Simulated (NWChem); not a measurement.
System: Al cation, singlet

Low-valent species are run as closed-shell singlets; no triplet was tried in these runs.

Problem. Give the principal values of the shielding tensors (ppm) of Al1 from B3LYP/6-31G* (spherical d), GIAO (NWChem), with their diamagnetic and paramagnetic parts as GIAO splits them.

Solution. 
| atom | σ11 | σ22 | σ33 | isotropic | diamagnetic | paramagnetic |
|---|---|---|---|---|---|---|
| Al1 | 783.9 | 783.9 | 783.9 | 783.9 | 783.9 | 0.0 |
